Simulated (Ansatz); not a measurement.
doublet MgO(+): levels of theory in one basis

```xyz
2

Mg    0.0000    0.0000    0.0000
O     0.0000    0.0000    1.9921
```

Basis set: def2-SVP (spherical functions). Left uncorrelated: 2 orbitals. Correlation on ROHF uses semicanonical orbitals with singles. Charge 1, multiplicity 2.

Computed with Ansatz (development build ahead of 0.2.0); each method stands on the lowest determinant of its kind that the runs found.

```csv
method,E − E(ROHF) (eV),<S²> of the determinant
ROHF,0.00,0.75
UHF,-0.16,1.00
UHF-MP2,-4.49,1.00
ROHF-CCSD(T),-5.15,–
UHF-CCSD(T),-5.13,1.00
```

What does ROHF-MP2 give on the same scale?

-4.69 eV.

Caution for UHF, UHF-MP2, UHF-CCSD(T): the unrestricted determinant is spin contaminated.
